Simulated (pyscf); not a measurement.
`[NH2][NH2]` + `[H]` [doublet] → `[NH][NH2]` [doublet] + `[H][H]`, a hydrogen abstraction (doublet surface; H–N broken, H–H formed). PySCF, gas phase, ωB97X-D3(BJ)/def2-SVP geometries. Energies in eV from the separated reactants.

Small-basis levels: PySCF, no dispersion term, spherical d functions. AM1 to PM7: differences of heats of formation from MOPAC, which are fitted to 298 K values and so differ in kind from electronic energies by zero-point and thermal terms. GFN2-xTB: tblite. Open shells are spin-unrestricted. 

| level | barrier | reaction energy |
|---|---|---|
| MP2/6-31G* | 0.51 | -0.54 |
| B3LYP/STO-3G | ? | -1.93 |
| M06-2X/6-31G* | 0.21 | -0.85 |
| B3LYP/6-311+G** | -0.03 | -1.06 |
| PBE/def2-SVP | ? | -0.92 |
| GFN2-xTB | -0.02 | -0.08 |
| PM3 | -0.07 | -1.97 |
| ωB97M-D3(BJ)/def2-TZVP | ? | -0.89 |

### Question
Some entries are withheld; supply them.

### Answer

- B3LYP/STO-3G, barrier: -0.40
- PBE/def2-SVP, barrier: -0.24
- ωB97M-D3(BJ)/def2-TZVP, barrier: 0.19

Against the last row the barrier runs from -0.59 (B3LYP/STO-3G) to +0.32 eV (MP2/6-31G*). At B3LYP/STO-3G, B3LYP/6-311+G**, PBE/def2-SVP, GFN2-xTB, PM3 this geometry lies under one side, so the entry may be no barrier of that level: it is a single point on another level's saddle. ωB97M-D3(BJ)/def2-TZVP has limits of its own. One saddle was located; it need not be the lowest between these sides. The angle at the transferred H is 155°.
